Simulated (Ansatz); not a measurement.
Ideal-gas functions of `O[SiH]O` radical at 800 K and 1 bar, from an Ansatz frequency run at PBE0-D4/def2-TZVP.

Molar mass 63.11 g/mol, point group C1 (symmetry number 1), electronic degeneracy 2, moments of inertia 19.349, 64.713, 80.578 u Å². Harmonic wavenumbers (cm⁻¹, unscaled): 197, 218, 355, 701, 743, 804, 829, 886, 939, 2137, 3913, 3921.

Use S(trans) = R[1.5 ln M + 2.5 ln T − 1.1517]; rotational temperatures θ = 24.2544 K / I; S(rot) = R[ln(√π/σ · √(T³/θAθBθC)) + 1.5]; for each mode x = 1.438777 ν̃/T, S = R[x/(eˣ − 1) − ln(1 − e⁻ˣ)] and H = RT x/(eˣ − 1); 1 cm⁻¹ = 0.0119627 kJ/mol; R = 8.31446 J/(mol·K).

Q: By hand: the entropy, in J/(mol·K).

A: Translation 181.1. Rotation: θ = 1.2535, 0.3748, 0.301 K, giving 108.7. Vibration, mode by mode: 16.99, 16.15, 12.18, 6.92, 6.50, 5.94, 5.72, 5.27, 4.88, 0.88, 0.06, 0.06, in all 81.5. Electronic 5.8. Sum 377.1 J/(mol·K).

Q: By hand: H − E and G − E in kJ/mol, counted from the electronic energy.

A: Zero-point energy ½ × 15643 × 0.0119627 = 93.6; thermal vibration 33.9; translation, rotation and pV give 4 RT = 26.6. H − E = 154.1 kJ/mol, and G − E = 154.1 − 800 × 377.1/1000 = -147.6 kJ/mol.

Vibration gives 22 % of the entropy. The sum counts one conformer and one mirror image; others add a mixing term.
